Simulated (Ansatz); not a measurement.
# CCSD(T)/STO-3G run of SOF2 (thionyl fluoride)

What is the vertical ionisation energy of SOF2 (thionyl fluoride) at CCSD(T)/STO-3G? 

Program for the calculation: Ansatz 0.2.0.

70 further runs of the same task are left out: 9 that didn't finish, 61 set aside as unsound or not needed.

### 1 The system as given

SOF2 has 4 atoms, charge 0, and is taken as a singlet. SMILES: `O=S(F)F`. Geometry: relaxed at PBE0-D4/def2-TZVP.

Bond lengths: O1–S2 1.419 Å, S2–F3 1.588 Å, S2–F4 1.588 Å. Angles: O1–S2–F3 106.5°, O1–S2–F4 106.4°, F3–S2–F4 93.0°.

### 2 The energy at CCSD(T)/STO-3G

Input file run.yaml:

```yaml
crystal:
  periodic: [false, false, false]
  atoms:
    - {symbol: O, position_ang: [0.932400, 0.066600, -1.017800]}
    - {symbol: S, position_ang: [-0.151300, -0.426200, -0.245700]}
    - {symbol: F, position_ang: [-1.124400, 0.804200, 0.000400]}
    - {symbol: F, position_ang: [0.343300, -0.444600, 1.263100]}
basis:
  gaussian:
    orbitals: STO-3G
correlation:
  method: ccsd_t
  frozen_orbitals: {F: 1, O: 1, S: 5}
accuracy: high
scf:
  omitted_lower_state_checks: [cluster_reference, increment]
```

Command:

```
$ ansatz run run.yaml --threads 1 --pin off --max-ram 2610MiB --events-out events.jsonl --progress --plain --runs-dir runs
```

The program printed (excerpt; [...] marks lines left out):

```text
Warning: RAYON_NUM_THREADS=1 ignored (pool sized by the plan → 1); use --threads N
Functional definition: HF
  name "HF"
[...]
463 factors; integrals over basis functions are off by at most 2.8e-8 eV
[...]
mean field -18036.78991246 eV, -662.8398035077 hartree, gradient 1.6e-8 eV, S^2 0.000000; 0 other end points of the search recorded, 0 dependent functions left out
8 core orbitals not correlated: weight in the atoms' cores, before any rotation towards them, 1.000 or more for the frozen orbitals, at most 0.000 for the correlated occupied ones
reference -18036.78991246 eV, -662.8398035077 hartree; 13, 13 occupied and 3, 3 virtual orbitals, 463 factors
second order -3.19267529 eV of doubles, -0.00000000 eV of singles
cycle   1  -3.36325432 eV  change   -1.7e-1 eV  update   1.2e-1
[...]
cycle  22  -3.80820451 eV  change   6.0e-10 eV  update  9.9e-10
perturbative correction -0.30736224 eV, -0.0112953538 hartree
Total energy: -18040.90547921 eV, -662.9910477959 hartree
Checks for a lower state left out: cluster_reference, increment
```

Wall time 0.28 s (1 thread of Arm Neoverse V1, shared host).

### 3 The doublet cation, same level

Changes to run.yaml since step 2:

```diff
@@ -10,2 +10,6 @@
     orbitals: STO-3G
+total_charge: 1
+magnetization:
+  spin_polarized: true
+  initial_magnetization: 1
 correlation:
```

Command:

```
$ ansatz run run.yaml --threads 1 --pin off --max-ram 2610MiB --events-out events.jsonl --progress --plain --runs-dir runs
```

The program printed (excerpt; [...] marks lines left out):

```text
Warning: RAYON_NUM_THREADS=1 ignored (pool sized by the plan → 1); use --threads N
Functional definition: HF
  name "HF"
[...]
463 factors; integrals over basis functions are off by at most 2.8e-8 eV
[...]
mean field -18031.12047253 eV, -662.6314554331 hartree, gradient 2.1e-8 eV, S^2 0.776015; 4 other end points of the search recorded, 0 dependent functions left out
8 core orbitals not correlated: weight in the atoms' cores, before any rotation towards them, 1.000 or more for the frozen orbitals, at most 0.000 for the correlated occupied ones
reference -18031.12047253 eV, -662.6314554331 hartree; 13, 12 occupied and 3, 4 virtual orbitals, 463 factors
second order -2.63160818 eV of doubles, -0.00000000 eV of singles
cycle   1  -3.11998513 eV  change   -4.9e-1 eV  update   9.1e-2
[...]
cycle  37  -3.65629337 eV  change    1.1e-9 eV  update  7.2e-10
perturbative correction -0.16825931 eV, -0.0061834154 hartree
Total energy: -18034.94502521 eV, -662.7720051517 hartree
Checks for a lower state left out: cluster_reference, increment
```

Wall time 0.91 s (1 thread of Arm Neoverse V1, shared host).

### 4 What came out

At CCSD(T)/STO-3G, 8 core orbitals frozen:

```
                                                   quantity          value
                                 singlet SOF2: total energy  -662.99105 Eh
  singlet SOF2: correlation energy (8 core orbitals frozen)     -151.2 mEh
                               singlet SOF2: (T) correction     -11.30 mEh
                                singlet SOF2: T1 diagnostic          0.021
                               doublet cation: total energy  -662.77201 Eh
doublet cation: correlation energy (8 core orbitals frozen)     -140.5 mEh
                             doublet cation: (T) correction      -6.18 mEh
          doublet cation: ⟨S²⟩ of the reference determinant          0.776
                              doublet cation: T1 diagnostic          0.028
         vertical ionisation energy (to the doublet cation)       5.960 eV
```

Removing an electron at fixed nuclei costs 5.96 eV (137 kcal/mol). In a minimal basis such a difference can be off by several eV, whatever the method. The T1 diagnostic (singlet SOF2) of 0.021 is above the customary mark for such species, so a single reference may not serve. The triples (singlet SOF2) make up 7.5 % of the correlation energy. The triples (doublet cation) make up 4.4 % of the correlation energy.
